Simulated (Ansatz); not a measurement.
We consider solid iodine, described by r²SCAN+SOC (plane waves, PAW; Ansatz, an electronic-structure program).

Numerical settings: plane-wave cutoff 560 eV, 8×8×4 k mesh (along the axes of the cell as run), Fermi–Dirac smearing 0.01 eV, PAW data made under PBE.

Energies at three volumes about the minimum:

```csv
V (Å³/atom),E − E_lowest (meV/atom)
43.281,0.46
44.164,0.00
45.047,0.37
```

Task: Fit a parabola by hand: where is the minimum, and what is the bulk modulus?

Result: Slopes: (0.00 − 0.46)/(44.164 − 43.281) = -0.521 and (0.37 − 0.00)/(45.047 − 44.164) = 0.419 meV/Å³. Curvature E″ = 2 × (0.419 − (-0.521))/(45.047 − 43.281) = 1.065 meV/Å⁶. From the middle of the first interval, the slope vanishes at V0 = 43.7225 − (-0.521)/1.065 = 44.212 Å³/atom. B = V0 E″ = 44.212 × 1.065 meV/Å³ × 0.1602 GPa per meV/Å³ = 7.54 GPa. The full Birch–Murnaghan fit to all volumes gives V0 = 44.185 Å³/atom and B0 = 7.49 GPa.

Shape and atoms are relaxed at each volume.

Note: the cell comes from a level without a dispersion term, which matters for the spacing of layers, chains or molecules; the bulk modulus comes from volumes at which shape and atoms were relaxed.
